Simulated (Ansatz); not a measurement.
# Ring closure by c–h transfer

Start structure (CH₅BO, singlet), relaxed at PBE0-D4/def2-TZVP:

```
8
angstrom
B -0.2560 -1.1136 0.7177
H 0.0320 -0.5014 1.7134
O -0.2040 -0.5159 -0.4791
C 0.1821 0.8352 -0.6322
H -0.6355 1.3847 -1.1029
H -0.5964 -2.2605 0.7357
H 1.0559 0.8804 -1.2851
H 0.4219 1.2910 0.3327
```

The step: CH₅BO ([BH2][O][CH3]) → CH₃BO ([BH]1[CH2][O]1) + H₂; bonds formed: B1–C4, H2–H5; bonds broken: B1–H2, C4–H5. Ansatz 0.2.0; basis: def2-TZVPP and def2-QZVPP; cores frozen in the correlated methods. Extrapolation: Hartree–Fock as exp(−7.88 √X), correlation as X^−2.97. Energies below are by CCSD(T) at an estimated basis limit (MP2 extrapolated from triple and quadruple zeta, plus CCSD(T) − MP2 in triple zeta).

Question: What are the electronic barrier and the energy of the step, from the start structure to the end structure? (To be estimated.)

Answer: Computed: Barrier 2.699 eV; step energy 1.835 eV (uphill); reverse barrier, their difference, 0.865 eV. Barrier and step energy count from the start structure, the reverse barrier from the end structure.

The saddle point: One imaginary mode of 795i cm⁻¹.
| pair | start (Å) | saddle (Å) | end (Å) |
| --- | --- | --- | --- |
| B1–C4 | 2.41 | 1.60 | 1.51 |
| H2–H5 | 3.45 | 0.99 | 0.75 |
| B1–H2 | 1.20 | 1.31 | 3.57 |
| C4–H5 | 1.09 | 1.77 | 3.70 |

Zero-point energy (harmonic, PBE0-D4): ZPE is 1.736 eV at the start and 1.616 eV at the saddle, so the barrier goes from 2.699 to 2.579 eV.

First-order rate constant out of the start structure at 698 K by transition-state theory, with harmonic vibrational free energies alone and no tunnelling: ΔA‡ = 2.672 eV, so k = (kB T/h) exp(−ΔA‡/kB T) ≈ 10^-6 s⁻¹ (an order of magnitude at best: rotation, the number of equivalent paths and anharmonicity are left out).

No T1 diagnostic of these runs exceeds 0.017.

Labels in which every atom is bracketed show which atoms are joined, not bond orders.

For scale, one of the runs: CCSD(T)/def2-TZVPP, 163 basis functions, launched by `ansatz run in.yaml --threads 2 --pin off --events-out ev --progress --plain --max-ram 4352MiB`. Time: 23 s of wall clock on 2 CPU threads of an Arm Neoverse V1; the host was shared. Peak host memory: 1.3 GiB.
